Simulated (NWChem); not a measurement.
Molecule: nitrous oxide (N2O); SMILES N#[N+][O-]

```xyz
3

N      0.0000     0.0000    -1.1943
N      0.0000     0.0000    -0.0683
O      0.0000     0.0000     1.1048
```
Atoms are numbered in this order, from 1.

All runs: NWChem. Pople sets run with spherical d functions. Geometry: optimised at PBE0/def2-SVP. Total energies compare along this basis series because the functional is fixed.

| level | basis functions | energy (Ha) | highest occupied level (eV) | orbital gap (eV) | dipole (D) |
|---|---|---|---|---|---|
| B3LYP/STO-3G | 15 | -182.1088 | -6.53 | 8.58 | 0.59 |
| B3LYP/3-21G | 27 | -183.5982 | -8.87 | 8.70 | 0.00 |
| B3LYP/6-31G* | 42 | -184.6554 | -9.29 | 9.01 | 0.07 |
| B3LYP/6-31+G* | 54 | -184.6637 | -9.64 | 8.86 | 0.02 |
| B3LYP/def2-SVP | 42 | -184.5215 | -9.38 | 8.98 | 0.05 |
| B3LYP/def2-SVPD | 63 | -184.5325 | -9.67 | 8.93 | 0.05 |
| B3LYP/def2-TZVP | 93 | -184.7436 | -9.58 | 8.97 | 0.03 |
| B3LYP/6-311++G** | 66 | -184.7180 | -9.66 | 8.84 | 0.05 |
| B3LYP/aug-cc-pVTZ | 138 | -184.7378 | -9.62 | 8.88 | 0.01 |
